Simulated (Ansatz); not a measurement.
input.yaml

```yaml
crystal:
  periodic: [false, false, false]
  atoms:
    - { symbol: C, position_ang: [-0.185602, -0.15787, -1.910733] }
    - { symbol: O, position_ang: [0.733063, -0.204363, -1.23209] }
    - { symbol: H, position_ang: [-1.190473, -1.476234, 1.34454] }
    - { symbol: H, position_ang: [-1.833263, -1.118565, 1.084962] }
basis:
  gaussian: { orbitals: def2-SVP }
hamiltonian:
  xc: pbe
md:
  timestep: 0.5
  n_steps: 400
  ensemble: nve
  temperature: 1000.0
  initial_velocities: maxwell_boltzmann
  seed: 407431
scf:
  lower_state_search: "off"
```

Launched with:

```bash
$ ansatz run input.yaml --threads 1 --pin off --max-ram 2048MiB --backend cpu --events-out ev --progress --plain --runs-dir out
```

Hardware: 1 thread of Arm Neoverse V1 (shared host).

Question: Roughly how long does this run take, and how much memory?

Answer: 110 s, with a peak of 0.073 GiB, for 401 ionic steps.
